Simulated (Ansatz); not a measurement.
**Nudged elastic band run: B2H4S**

Input file:

```yaml
crystal:
  periodic: [false, false, false]
  atoms:
    - { symbol: B, position_ang: [-1.306701, -0.108388, -0.526254] }
    - { symbol: S, position_ang: [-0.424347, 0.528339, 0.907144] }
    - { symbol: B, position_ang: [1.296706, 0.123207, 0.571245] }
    - { symbol: H, position_ang: [-0.712292, -0.658031, -1.412216] }
    - { symbol: H, position_ang: [-2.498359, 0.044358, -0.54441] }
    - { symbol: H, position_ang: [2.104684, 0.450273, 1.398215] }
    - { symbol: H, position_ang: [1.601609, -0.447758, -0.439423] }
basis:
  gaussian: { orbitals: def2-SVP }
hamiltonian:
  xc: cam_b3lyp
  dispersion: d4
neb:
  order_check: false
  images: 7
  f_tol: 0.03
  max_iterations: 60
  initial_path: idpp
  final_atoms:
    - { symbol: B, position_ang: [-1.30683742, -0.1097978, -0.52567555] }
    - { symbol: S, position_ang: [-0.42591419, 0.52028809, 0.91173459] }
    - { symbol: B, position_ang: [1.29647711, 0.12408639, 0.57152206] }
    - { symbol: H, position_ang: [-2.49952485, 0.03271377, -0.54086772] }
    - { symbol: H, position_ang: [-0.70873746, -0.64663154, -1.41677376] }
    - { symbol: H, position_ang: [2.1050599, 0.45082216, 1.39761627] }
    - { symbol: H, position_ang: [1.60077692, -0.43948107, -0.44325488] }
```

Command:

```bash
$ ansatz run input.yaml --threads 1 --pin off --max-ram 2048MiB --backend cpu --events-out ev --progress --plain --runs-dir out
```

Output, in part (warnings, iteration lines, the closing report on the highest movable image, with atoms numbered from 0):

```
NEB end point (image 0): max|allowed force component| = 6.163e-3 eV/Å (the criterion of neb.relax_end_points is 1.000e-2)
NEB end point (image 8): max|allowed force component| = 8.602e-3 eV/Å (the criterion of neb.relax_end_points is 1.000e-2)
NEB iter   1: max|band force component| = 9.503e-1 eV/Å  barrier→ = 0.4508 eV  barrier← = 0.4507 eV  Δτ_max = 0.1322 Å  (218 SCF iters)
NEB iter   2: max|band force component| = 1.001e0 eV/Å  barrier→ = 0.4121 eV  barrier← = 0.4121 eV  Δτ_max = 0.0690 Å  (192 SCF iters)
NEB iter   3: max|band force component| = 3.869e-1 eV/Å  barrier→ = 0.3930 eV  barrier← = 0.3930 eV  CI = image 4  Δτ_max = 0.0374 Å  (179 SCF iters)
NEB iter   4: max|band force component| = 2.043e-1 eV/Å  barrier→ = 0.3824 eV  barrier← = 0.3824 eV  CI = image 4  Δτ_max = 0.0447 Å  (172 SCF iters)
NEB iter   5: max|band force component| = 1.075e-1 eV/Å  barrier→ = 0.3794 eV  barrier← = 0.3794 eV  CI = image 4  Δτ_max = 0.0432 Å  (171 SCF iters)
NEB iter   6: max|band force component| = 1.038e-1 eV/Å  barrier→ = 0.3755 eV  barrier← = 0.3754 eV  CI = image 4  Δτ_max = 0.0411 Å  (171 SCF iters)
NEB iter   7: max|band force component| = 6.833e-2 eV/Å  barrier→ = 0.3730 eV  barrier← = 0.3730 eV  CI = image 4  Δτ_max = 0.0597 Å  (173 SCF iters)
NEB iter   8: max|band force component| = 2.411e-2 eV/Å  barrier→ = 0.3701 eV  barrier← = 0.3701 eV  CI = image 4  Δτ_max = 0.0686 Å  (172 SCF iters)
NEB iter   9: max|band force component| = 1.069e-1 eV/Å  barrier→ = 0.3675 eV  barrier← = 0.3675 eV  CI = image 4  Δτ_max = 0.0344 Å  (25 SCF iters)
NEB iter  10: max|band force component| = 6.644e-2 eV/Å  barrier→ = 0.3664 eV  barrier← = 0.3664 eV  CI = image 4  Δτ_max = 0.0343 Å  (170 SCF iters)
NEB iter  11: max|band force component| = 2.377e-1 eV/Å  barrier→ = 0.3658 eV  barrier← = 0.3658 eV  CI = image 4  Δτ_max = 0.0172 Å  (173 SCF iters)
NEB iter  12: max|band force component| = 6.914e-2 eV/Å  barrier→ = 0.3647 eV  barrier← = 0.3647 eV  CI = image 4  Δτ_max = 0.0343 Å  (175 SCF iters)
NEB iter  13: max|band force component| = 3.864e-2 eV/Å  barrier→ = 0.3627 eV  barrier← = 0.3627 eV  CI = image 4  Δτ_max = 0.0472 Å  (167 SCF iters)
NEB iter  14: max|band force component| = 5.341e-2 eV/Å  barrier→ = 0.3597 eV  barrier← = 0.3597 eV  CI = image 4  Δτ_max = 0.0539 Å  (170 SCF iters)
NEB iter  15: max|band force component| = 8.426e-2 eV/Å  barrier→ = 0.3546 eV  barrier← = 0.3546 eV  CI = image 4  Δτ_max = 0.0677 Å  (172 SCF iters)
NEB iter  16: max|band force component| = 1.404e-1 eV/Å  barrier→ = 0.3500 eV  barrier← = 0.3500 eV  CI = image 5  Δτ_max = 0.0689 Å  (169 SCF iters)
NEB iter  17: max|band force component| = 1.917e-1 eV/Å  barrier→ = 0.3575 eV  barrier← = 0.3575 eV  CI = image 5  Δτ_max = 0.0344 Å  (172 SCF iters)
NEB iter  18: max|band force component| = 1.931e-1 eV/Å  barrier→ = 0.3596 eV  barrier← = 0.3596 eV  CI = image 5  Δτ_max = 0.0344 Å  (165 SCF iters)
NEB iter  19: max|band force component| = 2.310e-1 eV/Å  barrier→ = 0.3608 eV  barrier← = 0.3607 eV  CI = image 5  Δτ_max = 0.0689 Å  (171 SCF iters)
NEB iter  20: max|band force component| = 3.493e-1 eV/Å  barrier→ = 0.3610 eV  barrier← = 0.3610 eV  CI = image 3  Δτ_max = 0.0689 Å  (172 SCF iters)
NEB iter  21: max|band force component| = 3.447e-1 eV/Å  barrier→ = 0.3609 eV  barrier← = 0.3609 eV  CI = image 3  Δτ_max = 0.1387 Å  (174 SCF iters)
NEB iter  22: max|band force component| = 4.403e-1 eV/Å  barrier→ = 0.3609 eV  barrier← = 0.3608 eV  CI = image 3  Δτ_max = 0.0638 Å  (169 SCF iters)
NEB iter  23: max|band force component| = 1.237e-1 eV/Å  barrier→ = 0.3608 eV  barrier← = 0.3608 eV  CI = image 3  Δτ_max = 0.0166 Å  (164 SCF iters)
NEB iter  24: max|band force component| = 1.086e-1 eV/Å  barrier→ = 0.3608 eV  barrier← = 0.3608 eV  CI = image 3  Δτ_max = 0.0687 Å  (151 SCF iters)
NEB iter  25: max|band force component| = 5.472e-2 eV/Å  barrier→ = 0.3608 eV  barrier← = 0.3608 eV  CI = image 3  Δτ_max = 0.0147 Å  (152 SCF iters)
NEB iter  26: max|band force component| = 2.871e-2 eV/Å  barrier→ = 0.3608 eV  barrier← = 0.3608 eV  CI = image 3  Δτ_max = 0.0000 Å  (324 SCF iters)
Total energy: -12247.66712298 eV, -450.0934650024 hartree
Atom 0 at    -1.034733    -0.505970    -0.386351 Å, force     0.000351    -0.000059     0.000021 eV/Å
Atom 1 at    -0.387479    -0.215509     1.315326 Å, force     0.000301     0.000484    -0.000165 eV/Å
Atom 2 at     1.014319     0.459979     0.481518 Å, force     0.000067    -0.000636     0.000498 eV/Å
Atom 3 at    -0.668941    -1.474978    -0.993279 Å, force    -0.000249     0.000030    -0.000267 eV/Å
Atom 4 at    -1.825496     0.271636    -0.849807 Å, force    -0.000063    -0.000117    -0.000041 eV/Å
Atom 5 at     1.897137     0.966873     1.116901 Å, force    -0.000102     0.000206    -0.000059 eV/Å
Atom 6 at     1.066491     0.429970    -0.730007 Å, force    -0.000305     0.000092     0.000013 eV/Å
Dipole moment:    -0.044561    -0.027601    -0.082172 e Å
```

The forces met the threshold. The band force fell under the threshold earlier too, but the program's further tests of the path sent the band on. The profile has 2 maxima (images 3, 5) with wells between them (image 4): this band takes more than one step, which may be the mechanism or a detour left from its start path. A vibrational analysis at the climbing image gives one clearly imaginary mode, 223i cm⁻¹: a first-order saddle point.

Final band (atoms are numbered from 1 in the order of the input):

```csv
image,path coordinate (Å),energy (eV),dihedral H5–B1–S2–B3 (°)
0,0.00,0.00,-180
1,0.62,0.09,-150
2,1.24,0.28,-122
3,1.86,0.36,-99
4,2.52,0.29,-109
5,3.18,0.36,-86
6,3.85,0.30,-61
7,4.51,0.11,-32
8,5.18,0.00,0
```

Run time: 4.2 min on 1 thread of Arm Neoverse V2, with other jobs on the host, peak memory 0.23 GiB.
